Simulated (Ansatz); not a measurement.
Z-matrix (Å, degrees):
```
Si
Si 1 2.348
O 1 1.654 2 112.4
H 1 1.484 2 110.6 3 117.6
H 1 1.493 2 108.5 3 -123.5
H 2 1.489 1 110.0 3 177.8
H 2 1.491 1 110.1 3 58.6
H 2 1.488 1 111.4 3 -61.5
H 3 0.958 1 117.6 2 -58.8
```

Total charge 0; spin multiplicity 1.

**Question.** List the CAM-B3LYP/def2-TZVPP orbital energies in eV (Ansatz). (Best estimate.)

**Answer.** The calculation gave: Occupied: -1801.42, -1800.76, -522.67, -145.92, -145.39, -101.28, -101.24, -101.23, -100.71, -100.71, -100.70, -29.72, -17.89, -16.64, -14.43, -12.50, -12.11, -11.33, -11.26, -10.57, -9.18. Lowest empty: 0.52, 1.49, 1.74, 1.96, 2.50, 2.77, 3.27, 3.73.
